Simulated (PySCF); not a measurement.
An unknown gives this computed stick spectrum. Computed with TDDFT wB97X-D/def2-SVPD, vertical, gas phase, core orbitals frozen in the response (PySCF). Geometries: GFN2-xTB, one conformer each.

```json
{"state": "S1", "E (eV)": "3.66", "f": "0.0002"}
{"state": "S2", "E (eV)": "4.94", "f": "0.151"}
{"state": "S3", "E (eV)": "6.14", "f": "0.0006"}
{"state": "S4", "E (eV)": "6.29", "f": "0.441"}
{"state": "S5", "E (eV)": "6.93", "f": "0.118"}
{"state": "S6", "E (eV)": "7.21", "f": "0.0002"}
{"state": "S7", "E (eV)": "7.32", "f": "0.0061"}
{"state": "S8", "E (eV)": "7.88", "f": "0.030"}
```

Triplets computed (Tamm–Dancoff): 2.94, 3.19, 4.42 eV.

Problem. Which candidate is it? All have the formula C5H6O.
A. `C(CC)(C#C)=O`
B. `C1=COC=CC1`
C. `C=CC(=C)C=O`

Solution. C. Its S1, at 3.66 eV, is the lowest among the candidates; the nearest of the others has S1 at 4.11 eV. S1 is HOMO-1→LUMO (87%), HOMO-1→LUMO+1 (10%). Löwdin shares by element: HOMO carbon 85% or more (atoms not listed hold the other 15%); LUMO carbon 63% or more, oxygen 16% (atoms not listed hold the other 21%). At the same level the other candidates give, for their lowest levels:
- `C1=COC=CC1`: 5.24 eV (f 0.016); 6.16 eV (f 0.017); 7.00 eV (f 0.000); 7.06 eV (f 0.033); 7.31 eV (f 0.010); T1 3.93 eV; HOMO -7.99, LUMO 1.92 eV
- `C#CC(=O)CC`: 4.11 eV (f 0.000); 5.17 eV (f 0.000); 6.03 eV (f 0.095); 7.17 eV (f 0.000); 7.57 eV (f 0.013); T1 3.59 eV; HOMO -9.87, LUMO 0.03 eV

The values belong to the conformer `[CH2:1]=[CH:2][C:3](=[CH2:4])[CH:5]=[O:6]`: C1–C2–C3–C4 180°, C2–C3–C5–O6 180°.
